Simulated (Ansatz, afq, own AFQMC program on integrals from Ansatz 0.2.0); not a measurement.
**SiGeH⁺, quintet: AFQMC among the cluster methods**

```xyz
3

Si    0.0000    0.0406    1.7372
Ge    0.0000   -0.0362   -0.6556
H     0.0000    1.4755   -1.1562
```

Connectivity, by distances: Si–GeH.

Basis cc-pVDZ. Noble-gas cores (and the filled d shells of Ga–Kr and In–Xe) are frozen. Ansatz 0.2.0 and our own AFQMC program on the same integrals; the CISD trial comes from CCSD amplitudes, and released means the phaseless constraint is let go. Error bars are statistical, one sigma. No spin–orbit coupling.

Determinant: UHF, the one that the program's search chose, which needn't be the lowest solution. The geometry is a PBE0/def2-TZVP stationary point of this or a neighbouring charge and spin state.

No full CI on the walks' own integrals is used here; CCSDTQ serves as the reference and is uncertain by about the last step of the cluster series.

Cautions: no relativity below Rb; no spin-orbit coupling; inner d shell frozen; another spin lies lower (by 2.14 eV); the released energies have errors that jump between times, so the bars are unsure, so no released level is given (meV from the phaseless value at times in 1/Eh: 318 ± 322 at 0.24, -6.6 ± 2.1 at 0.51, -11.6 ± 1.8 at 0.99, -15.6 ± 2.0 at 1.62, -19.7 ± 1.8 at 2.40).

- T1 diagnostic: 0.0353
- weight of the determinant in the CISD state: 0.874
- ⟨S²⟩ of the determinant: 6.021
- size of the correlated space: 8 electrons in 31 orbitals

```csv
level,correlation energy (eV)
MP2,-2.7132
CCSD,-3.5750
CCSD(T),-3.7184
```

(1) Estimate where phaseless AFQMC with the Hartree–Fock trial lies against CCSD(T) on the same integrals.

(1) 0.73 ± 0.38 kcal/mol above CCSD(T). The gap is under twice the noise, so this walk alone can't tell the two apart.

Reference: CCSDTQ, correlation energy -3.772 eV.

| level | E − E(reference) (kcal/mol) | share of correlation (%) |
| --- | --- | --- |
| CCSD(T) | 1.24 | 98.57 |
| CCSDT | 0.23 | 99.73 |
| CCSDT(Q) | 0.03 | 99.97 |
| ph-AFQMC/HF | 1.97 ± 0.38 | 97.73 |
| ph-AFQMC/CISD | 0.57 ± 0.06 | 99.35 |

CCSDT and higher add their correlation energy to the determinant of the CCSD(T) run, since their own runs factorise the integrals more tightly (a shift of under 2 meV). A walk keeps the symmetry of its determinant, which the program's search chose and which needn't be the lowest solution, so a lower state of the same spin and another symmetry isn't excluded.
